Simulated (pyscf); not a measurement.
`[CH3][SnH3]` + `[SH2]` -> `[CH4]` + `[SH][SnH3]` (four-centre exchange; singlet surface; C–Sn, H–S broken, C–H, S–Sn formed). PySCF, gas phase, ωB97X-D3(BJ)/def2-SVP geometries. Rate constants from transition-state theory, ωB97M-D3(BJ)/def2-TZVP energies (ideal gas, 1 atm, RRHO with modes under 100 cm⁻¹ raised to 100, one conformer, R ln 2 for chiral ones without a mode under 150 cm⁻¹; no tunnelling), k in cm³ molecule⁻¹ s⁻¹.

| T (K) | 1000/T | log10 k |
|---|---|---|
| 298 | 3.354 | -45.88 |
| 600 | 1.667 | -29.11 |
| 900 | 1.111 | -23.35 |
| 1200 | 0.833 | ? |

Problem. Fit an Arrhenius line to the three values, give the activation energy, and predict k at 1200 K.

Solution. Least squares gives log10 k = -12.30 − 10.02 × 1000/T, so Ea = 10.02 × ln 10 × 1.987 = 45.8 kcal/mol, against an electronic barrier of 44.8. At 1200 K the line gives -20.65; the computed value is -20.35 (ΔG‡ = 82.1 kcal/mol), a factor 2.0 over the line, since the plot is curved. One saddle was located; it need not be the lowest between these sides. Elements past Kr carry the def2 core potentials, without spin-orbit coupling.
